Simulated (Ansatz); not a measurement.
A made-up structure of CH2Cl (charge +1), closed shell:

C1  (-0.132, -0.013, -0.059)
Cl2  (1.483, 0.149, 0.661)
H3  (-0.743, -1.064, 0.075)
H4  (-0.608, 0.927, -0.677)
(Å)

It is relaxed with PBE-D4/def2-SVP and then PBE0-D4/def2-TZVP (Ansatz 0.2.0). Atoms count as bonded within 1.22 times the sum of their covalent radii (H–H: 0.88 Å). The end point is not checked to be a true minimum.

(1) Does its bonding change? (Judge from chemistry; the calculation decides.)

## Answers

(1) By the calculation: No: no bond forms or breaks.

Where it ends: The first stage lowers the energy by 0.74 eV in 6 steps. It ends as CH₂Cl ([CH2][Cl]), total charge +1:
| atom | x (Å) | y (Å) | z (Å) |
| --- | --- | --- | --- |
| C1 | -0.1176 | -0.0119 | -0.0524 |
| Cl2 | 1.3240 | 0.1335 | 0.5903 |
| H3 | -0.6632 | -0.9498 | 0.0667 |
| H4 | -0.5432 | 0.8281 | -0.6045 |

Labels in which every atom is bracketed show which atoms are joined, not bond orders.

For scale, one of the runs: PBE0-D4/def2-TZVP relaxation, 80 basis functions, launched by `ansatz run in.yaml --threads 2 --pin off --events-out ev --progress --plain --max-ram 4352MiB`. Hardware: 2 CPU threads of an Arm Neoverse V2, shared host. Wall time about 3.8 s.
